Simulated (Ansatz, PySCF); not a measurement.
Gas-phase reaction in SMILES: N (NH3) → N (NH3) as doublet, charge +1 + e-
Geometries: B3LYP-D3(BJ)/def2-TZVP minima from Ansatz (a program for electronic structure).
Geometry of the first species:
```
N
H 1 1.0136
H 1 1.0136 2 107.33
H 1 1.0136 2 107.33 3 -115.09
```

Quantity: adiabatic ionisation energy (0 K, with B3LYP-D3(BJ) harmonic zero-point energies from PySCF), in eV. Correlated levels leave the core frozen unless marked. UHF or UKS for open shells. No spin-orbit coupling. No relativistic terms. CBS marks a two-point X^-3 extrapolation of the correlation energy; Hartree-Fock from the larger set.

Measured: 10.07 eV (CCCBDB table in ASE); it holds spin-orbit effects, which all levels lack. This is an older compilation, not checked against later work.

```json
[
 {"level": "BP86/def2-TZVPD", "program": "PySCF", "adiabatic ionisation energy (eV)": "10.24", "error against measurement": "0.17"},
 {"level": "HSE06-D3(BJ)/def2-TZVPD", "program": "Ansatz + dftd3", "adiabatic ionisation energy (eV)": "10.01", "error against measurement": "-0.06"},
 {"level": "SCS-MP2/def2-SVP", "program": "Ansatz", "adiabatic ionisation energy (eV)": "9.56", "error against measurement": "-0.51"},
 {"level": "SCS-MP2/aug-cc-pVTZ", "program": "Ansatz", "adiabatic ionisation energy (eV)": "10.15", "error against measurement": "0.08"},
 {"level": "CCSD/6-31G*", "program": "Ansatz", "adiabatic ionisation energy (eV)": "9.36", "error against measurement": "-0.71"},
 {"level": "CCSD(T)/def2-TZVPP", "program": "Ansatz", "adiabatic ionisation energy (eV)": "10.01", "error against measurement": "-0.06"},
 {"level": "CCSD(T)/CBS(aug-cc-pVTZ,aug-cc-pVQZ)", "program": "Ansatz", "adiabatic ionisation energy (eV)": "10.18", "error against measurement": "0.11"}
]
```
